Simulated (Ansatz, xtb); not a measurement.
Two isomers of C6H8

Structure a is `C#C[C@@H]1C[C@H]1C`, a singlet and structure b is `C#CC1(C)CC1`, a singlet. Both are isolated molecules in the gas phase, relaxed with r2SCAN-D4/def2-SVP.

a (Å):

```xyz
14

C     1.7323   -2.0063   -0.6080
C     0.8554   -1.1756   -0.4599
C    -0.1736   -0.1915   -0.2804
C     0.1069    1.2778   -0.5574
C    -0.0901    0.8199    0.8539
C    -1.3369    1.1814    1.6182
H     2.5028   -2.7420   -0.7419
H    -1.1867   -0.5354   -0.5269
H    -0.6972    1.8492   -1.0321
H     1.1163    1.5345   -0.8894
H     0.8236    0.7424    1.4548
H    -1.5466    0.4490    2.4143
H    -2.2134    1.2146    0.9511
H    -1.2385    2.1734    2.0890
```

b (Å):

```xyz
14

C     1.0751   -1.9537   -0.3554
C     0.5561   -0.8955   -0.0532
C    -0.0295    0.3738    0.3056
C     0.9585    1.5139    0.4821
C    -1.4048    0.6941   -0.2587
C    -1.2651    0.3485    1.1918
H     1.5271   -2.8905   -0.6222
H     1.6838    1.2839    1.2782
H     1.5176    1.6952   -0.4493
H     0.4300    2.4408    0.7537
H    -1.5877    1.7379   -0.5322
H    -1.8599   -0.0437   -0.9246
H    -1.6237   -0.6279    1.5277
H    -1.3504    1.1511    1.9311
```

Energies in hartree; the thermal terms are from GFN2-xTB frequencies at re-optimised GFN2-xTB minima (ideal gas, soft modes damped towards free rotors, one conformer each, 298.15 K, 1 atm) and include the zero-point energy:

```
                              a           b
E, CCSD(T)/def2-SVP  −232.496761  −232.497599
    E, MP2/def2-SVP  −232.410672  −232.411890
  E, MP2/def2-TZVPP  −232.832764  −232.833893
  zero-point energy     0.116771     0.116628
       H(298 K) − E     0.124490     0.124356
       G(298 K) − E     0.086743     0.086740
```

Correct the CCSD(T) difference for the basis set by the MP2 change, then work out ΔE, ΔE₀, ΔH and ΔG for a → b in kJ/mol (1 Eh = 2625.50 kJ/mol) and the equilibrium ratio [b]/[a].

1. Differences b − a: CCSD(T) −0.000838, MP2 in the small set −0.001218, MP2 in the large set −0.001129 Eh.
2. ΔE = −0.000838 + (−0.001129 − (−0.001218)) = −0.000749 Eh = −1.97 kJ/mol.
3. ΔE₀ = ΔE + ΔZPE = −0.000749 + (−0.000143) Eh = −2.34 kJ/mol.
4. ΔH = ΔE + (−0.000134) Eh = −2.32 kJ/mol.
5. ΔG = ΔE + (−0.000003) Eh = −1.97 kJ/mol, so ΔS = (ΔH − ΔG)/T = −1.2 J/(mol K).
6. kT = 0.9442 mEh, so K = [b]/[a] = exp(−ΔG/kT) = exp(+0.80) ≈ 2.2.

The two are too close for this level to say which is favoured. An error of 4 kJ/mol in ΔG would change K by a factor of 5. Mirror images and further conformers aren't counted.

As drawn, both hold the same kinds of bond in the same numbers.

Other levels gave ΔE = +0.2 (GFN2-xTB); +3.2 (HF/STO-3G, GFN2-xTB geometries); +1.6 (r2SCAN-D4/def2-SVP//GFN2-xTB); +1.7 (r2SCAN-D4/def2-SVP); +2.3 (HF/def2-SVP); −3.2 (MP2/def2-SVP); −2.2 (CCSD(T)/def2-SVP) kJ/mol. The correlated steps freeze 6 core orbitals. Programs: Ansatz 0.2.0, xtb 6.7.1.
